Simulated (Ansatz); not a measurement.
We consider fluorite CeO₂, described by HSE06 (Ansatz, a first-principles code, plane waves, PAW).

Run with plane-wave cutoff 460 eV, 8×8×8 k mesh, Fermi–Dirac smearing 0.01 eV, no spin polarisation, scalar-relativistic PAW data made under PBE.

Energies at three volumes about the minimum:

```
V (Å³/atom)  E − E_lowest (meV/atom)
-----------  -----------------------
12.746                          5.42
13.171                          0.00
13.399                          4.44
```

Task: Fit a parabola by hand: where is the minimum, what lattice constant follows, and what is the bulk modulus?

Result: Slopes: (0.00 − 5.42)/(13.171 − 12.746) = -12.753 and (4.44 − 0.00)/(13.399 − 13.171) = 19.474 meV/Å³. Curvature E″ = 2 × (19.474 − (-12.753))/(13.399 − 12.746) = 98.704 meV/Å⁶. From the middle of the first interval, the slope vanishes at V0 = 12.9585 − (-12.753)/98.704 = 13.088 Å³/atom. B = V0 E″ = 13.088 × 98.704 meV/Å³ × 0.1602 GPa per meV/Å³ = 207 GPa. With 12 atoms in the cube, a = (12 × 13.088)^(1/3) = 5.395 Å. The full Birch–Murnaghan fit to all volumes gives V0 = 13.081 Å³/atom and B0 = 208 GPa.

Measured, for comparison: bulk modulus 220 ± 9 GPa (room temperature, not corrected to a static lattice, sources range from 220 to 230; as tabulated in High Pressure Brillouin Spectroscopy and X-ray Diffraction of Cerium Dioxide …); lattice constant a 5.391 Å (0 K, extrapolated to 0 K; as tabulated in Stimac et al. (2024), arXiv:2411.06536). Computed less measured: bulk modulus -5 % (-5 % to -10 % over the range).
